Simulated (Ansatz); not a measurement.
A nudged elastic band was laid between two geometries of C₃H₆O (10 atoms, charge 0, multiplicity 1).

Method: RKS BLYP-D4/def2-SVP in Ansatz.

- movable images: 7
- climbing image: yes
- spring: 5.0 eV/Å²
- optimiser: quadratic models (default)
- start path: through a guess of the saddle point
- force threshold: 0.05 eV/Å
- iteration limit: 60
- end points: relaxed

First end point:

```xyz
10
Properties=species:S:1:pos:R:3
C 0.059 1.359 0.574
C -0.935 0.484 0.308
O -0.842 -0.765 -0.231
C 0.463 -1.233 -0.568
H 1.119 1.155 0.376
H -0.197 2.333 1.012
H -1.991 0.719 0.518
H 0.337 -2.247 -0.990
H 0.948 -0.575 -1.324
H 1.121 -1.283 0.328
```

Last end point:

```xyz
10
Properties=species:S:1:pos:R:3
C 0.068 1.830 0.749
C -0.245 0.602 0.290
O 0.691 -0.257 -0.216
C 0.203 -1.522 -0.657
H 1.104 2.195 0.736
H -0.722 2.481 1.144
H -1.285 0.224 0.298
H 1.073 -2.089 -1.038
H -0.263 -2.099 0.174
H -0.542 -1.416 -1.478
```

Question: What changes between the two ends?

Answer: No bond is made or broken. The dihedral C1–C2–O3–C4 goes from 0 to 180°.

Question: Give the energies along the band, and the barrier.

Answer: The forces met the threshold. The highest image is number 3 of 0 to 8, 7.1 kcal/mol above the first end and 4.5 kcal/mol above the last; the last end lies 2.6 kcal/mol above the first. A vibrational analysis at the climbing image gives one clearly imaginary mode, 175i cm⁻¹: a first-order saddle point.

```json
{"image": "0", "path coordinate (Å)": "0.00", "energy (kcal/mol)": "0.0", "dihedral C1–C2–O3–C4 (°)": "0"}
{"image": "1", "path coordinate (Å)": "0.75", "energy (kcal/mol)": "1.7", "dihedral C1–C2–O3–C4 (°)": "17"}
{"image": "2", "path coordinate (Å)": "1.51", "energy (kcal/mol)": "5.2", "dihedral C1–C2–O3–C4 (°)": "43"}
{"image": "3", "path coordinate (Å)": "2.26", "energy (kcal/mol)": "7.1", "dihedral C1–C2–O3–C4 (°)": "79"}
{"image": "4", "path coordinate (Å)": "2.85", "energy (kcal/mol)": "6.2", "dihedral C1–C2–O3–C4 (°)": "104"}
{"image": "5", "path coordinate (Å)": "3.43", "energy (kcal/mol)": "4.5", "dihedral C1–C2–O3–C4 (°)": "125"}
{"image": "6", "path coordinate (Å)": "4.02", "energy (kcal/mol)": "3.1", "dihedral C1–C2–O3–C4 (°)": "146"}
{"image": "7", "path coordinate (Å)": "4.60", "energy (kcal/mol)": "2.6", "dihedral C1–C2–O3–C4 (°)": "164"}
{"image": "8", "path coordinate (Å)": "5.19", "energy (kcal/mol)": "2.6", "dihedral C1–C2–O3–C4 (°)": "180"}
```

Question: What is the geometry of the highest image?

Answer: 
```xyz
10
Properties=species:S:1:pos:R:3:forces:R:3
C -0.029 1.624 0.404 0.01 0.00 -0.01
C -0.771 0.505 0.344 -0.02 0.00 0.02
O -0.665 -0.446 -0.649 0.01 0.01 0.00
C 0.424 -1.364 -0.528 0.01 0.00 0.00
H 0.746 1.842 -0.346 -0.01 -0.01 0.00
H -0.195 2.354 1.210 0.00 0.00 0.00
H -1.562 0.292 1.091 0.00 0.00 0.00
H 0.365 -2.052 -1.392 0.00 0.00 0.00
H 1.410 -0.846 -0.544 -0.01 0.00 0.00
H 0.359 -1.959 0.413 0.00 0.00 -0.01
```

Question: What are the harmonic wavenumbers there?

Answer: 175i, 177, 292, 491, 730, 856, 866, 941, 1012, 1133, 1154, 1181, 1294, 1357, 1417, 1426, 1444, 1644, 2899, 2960, 3014, 3046, 3070, 3167 cm⁻¹.

The band took 11 iterations and roughly 3 core-minutes.

The run took 3.1 min on 1 thread of Arm Neoverse V1 (shared host), peak memory 0.11 GiB.
